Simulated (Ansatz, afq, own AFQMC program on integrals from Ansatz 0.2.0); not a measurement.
Two steps: Ansatz 0.2.0 writes the Fock matrix and Cholesky factors of the valence space, and afq projects on them the lowest state that overlaps trial and start.

```yaml
crystal:
  periodic: [false, false, false]
  atoms:
    - {symbol: O, position_ang: [0.000000, 0.000000, 0.000000]}
    - {symbol: C, position_ang: [0.000000, 0.000000, 1.195530]}
basis:
  gaussian: {orbitals: 6-31G}
magnetization: {spin_polarized: true, initial_magnetization: 4}
correlation: {method: ccsd_t, electrons: outside_noble_gas, hamiltonian_folder: ham}
```

```sh
$ ansatz run in.yaml --threads 1 --pin off --events-out ev --progress --plain --max-ram 24576MiB --backend cuda --devices 0, --max-vram 18GiB
```

Options of the walk:

```
--method phaseless --trial cisd --walkers 4000 --populations 20 --least-time 60 --time-step 0.005 --steps-per-block 50 --equilibration-blocks 28 --max-blocks 4000 --target-error 0.00019 --factor-cut 1e-05 --start spin_pure --seed 696 --release-times 0.24,0.51,0.99,1.62,2.4 --release-step 0.03 --release-every 3 --taylor-order 6
```

Times are imaginary, in 1/Eh. The walk had a cap of 122 s. With eight or more populations the least sampling time is a fifth of least-time, and the error comes from their spread.

afq prints:

```
orbitals 16  electrons 7 3  factors 92 of 205
reference energy -112.36623568 Eh
CCSD correlation -0.11165380 Eh in 9 cycles, weight of the determinant in the CISD state 0.9585
energy of the start -112.477832 Eh
 block  time / (1/Eh)  mean weight  energy / Eh
     1     0.250  1.0003  -112.477424
     2     0.500  1.0002  -112.478245
     3     0.750  1.0000  -112.478881
     4     1.000  1.0002  -112.478946
     5     1.250  1.0001  -112.479376
     8     2.000  1.0000  -112.479677
    11     2.750  0.9997  -112.479528
    14     3.500  0.9999  -112.479579
    17     4.250  0.9997  -112.479269
    20     5.000  1.0000  -112.479691
    23     5.750  1.0000  -112.479169
    26     6.500  1.0001  -112.479855
    29     7.250  1.0001  -112.479647
    31     7.750  1.0001  -112.480075
    32     8.000  0.9998  -112.479628
    35     8.750  0.9999  -112.480000
    38     9.500  1.0000  -112.479716
    41    10.250  0.9998  -112.479567
    44    11.000  1.0001  -112.479284
    47    11.750  1.0000  -112.479149
    50    12.500  0.9998  -112.479688
    53    13.250  1.0001  -112.479578
    56    14.000  0.9997  -112.479202
    59    14.750  0.9998  -112.479263
    62    15.500  0.9998  -112.479471
    65    16.250  1.0000  -112.479431
    68    17.000  1.0002  -112.479382
    71    17.750  1.0000  -112.479484
    74    18.500  0.9999  -112.479095
    77    19.250  0.9998  -112.479291
    78    19.500  0.9997  -112.479452
error from the spread of 20 populations
released: time / (1/Eh)  energy / Eh  error  mean overlap
  0.24  -112.479501  0.000044  0.9997
  0.51  -112.479497  0.000034  0.9990
  0.99  -112.479515  0.000032  0.9966
  1.62  -112.479477  0.000039  0.9978
  2.40  -112.479521  0.000041  1.0025
energy -112.479465 +/- 0.000047 Eh
(rows thinned)
```

The run passed its tests (sampling time, drift between the halves within three errors, error under three times the target), which doesn't prove that it has relaxed.

Against this walk (error 1.3 meV) on the same determinant: CCSD(T) 9.9 meV higher, CCSDT(Q) 1.0 meV lower (within the noise), CCSDTQ 1.2 meV lower (within the noise), full CI 1.3 meV lower (within the noise). The error is statistical and leaves out the bias of the constraint. Released to 2.40 1/Eh the energy moves by -1.5 ± 1.7 meV (both errors), within twice the noise.

Cautions: constraint bias not in the error; another spin lies lower (by 5.60 eV).

The walk took 17 s on 1 × NVIDIA H100 80GB HBM3 with 2 threads of AMD EPYC 7R13 Processor (Zen 3) (shared host) (the card was shared). The log's last line is the phaseless energy.

CCSDT and higher add their correlation energy to the determinant of the CCSD(T) run, since their own runs factorise the integrals more tightly (a shift of under 2 meV). A walk keeps the symmetry of its determinant, which the program's search chose and which needn't be the lowest solution, so a lower state of the same spin and another symmetry isn't excluded.
